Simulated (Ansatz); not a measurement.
Relaxation of CH₄BCl (7 atoms, charge 0, multiplicity 1), to a largest force component of 0.03 eV/Å in at most 50 steps.

Computed with RKS B3LYP-D4/def2-SVP (Ansatz 0.2.0).

```xyz
7
Properties=species:S:1:pos:R:3:forces:R:3
B 0.049 0.011 0.232 1.10 -0.15 -0.52
H -0.044 -0.012 1.424 0.00 0.04 0.18
Cl 1.755 -0.003 -0.410 -1.04 0.04 0.40
C -1.170 0.005 -0.725 -0.07 0.07 -0.03
H -1.774 -0.902 -0.532 0.01 0.02 0.02
H -1.832 0.853 -0.469 -0.02 -0.02 -0.01
H -0.922 0.048 -1.794 0.01 0.00 -0.03
```

Task: Where does it end, and by what steps?

Result: The run converged. After 5 steps the energy has fallen by 0.038 eV; Cl3 moved furthest, 0.04 Å.

```
step  energy less start (eV)  largest force component (eV/Å)  accepted
   0                  0.0000                           1.101       yes
   1                 -0.0216                           0.709       yes
   2                 -0.0340                           0.330       yes
   3                 -0.0369                           0.085       yes
   4                 -0.0372                           0.041       yes
   5                 -0.0375                           0.017       yes
```

```xyz
7
Properties=species:S:1:pos:R:3
B 0.069 0.001 0.221
H -0.042 -0.008 1.421
Cl 1.721 -0.001 -0.394
C -1.164 0.006 -0.728
H -1.769 -0.899 -0.527
H -1.825 0.854 -0.466
H -0.928 0.047 -1.801
```

Whether the end is a true minimum wasn't checked by a vibrational analysis.

Run time: 13 s on 1 thread of Arm Neoverse V1, with other jobs on the host, peak memory 0.13 GiB.
